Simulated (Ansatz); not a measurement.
Basis sets compared for P₄. The state is a singlet with charge 0. Geometry B3LYP-D4/def2-TZVP. Ansatz on 4 threads of Arm Neoverse V1 on a shared host; times are rough, and most runs start from earlier orbitals.

```tsv
atom	x (Å)	y (Å)	z (Å)
P1	-0.864	-0.139	-1.027
P2	0.438	1.275	0.049
P3	1.049	-0.830	-0.179
P4	-0.624	-0.306	1.157
```

The structure comes from a short search, and lower isomers may exist.

Binding counts from free atoms (P quartet) in the same basis, without a counterpoise term.

```csv
level,functions,energy (Eh),HOMO (eV),LUMO (eV),binding per atom (eV),wall time
HF/6-31G,52,-1362.6726,-10.35,1.89,-0.57,0.25 s
HF/def2-TZVP,148,-1363.0288,-9.65,2.55,1.29,1.9 s
PBE-D4/def2-SVP,72,-1364.4307,-6.71,-1.57,3.26,0.61 s
PBE-D4/def2-TZVP,148,-1364.9152,-6.59,-1.62,3.42,1.4 s
r2SCAN-D4/def2-TZVP,148,-1365.4218,-6.85,-1.48,3.20,3.4 s
PBE0-D4/def2-SVP,72,-1364.5337,-7.77,-0.78,3.04,0.6 s
PBE0-D4/def2-TZVP,148,-1365.0160,-7.59,-0.80,3.24,2.4 s
```

**Question.** Estimate the rows for PBE-D4/def2-TZVPD, r2SCAN-D4/def2-TZVPD, PBE0-D4/def2-TZVPD.

**Answer.** 
```
               level  functions  energy (Eh)  HOMO (eV)  LUMO (eV)  binding per atom (eV)  wall time
   PBE-D4/def2-TZVPD        172   -1364.9166      -6.62      -1.66                   3.43      1.8 s
r2SCAN-D4/def2-TZVPD        172   -1365.4228      -6.86      -1.50                   3.20      4.2 s
  PBE0-D4/def2-TZVPD        172   -1365.0171      -7.61      -0.84                   3.24      2.8 s
```
